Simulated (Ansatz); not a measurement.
Basis-set extrapolation for C4H5N, SMILES `C=CCC#N` (PBE0-D4/def2-TZVP geometry, frozen core, Ansatz). Multiplicity 1, RHF reference.

```csv
,def2-TZVPP,def2-QZVPP
HF,-208.882260,-208.891090
MP2 correlation,-0.826169,-0.879412
CCSD(T) correlation,-0.894986,not run
```

Energies in hartree. Use E(X) = E(∞) + A·exp(−7.88·√X) for Hartree–Fock and E(X) = E(∞) + B·X^(−2.97) for correlation, with X = 3 and 4, and add CCSD(T) minus MP2 of the smaller set to the MP2 limit.

**Question.** What is the CCSD(T) energy at the basis-set limit?

**Answer.** HF limit: -208.891090 + (-0.008830) × 0.13774 = -208.89231. MP2 limit: -0.879412 + (-0.053243) × 0.74074 = -0.91885. Higher-order term: -0.894986 − (-0.826169) = -0.06882. Total: -209.87998 hartree, 64.5 kcal/mol below CCSD(T)/def2-TZVPP.
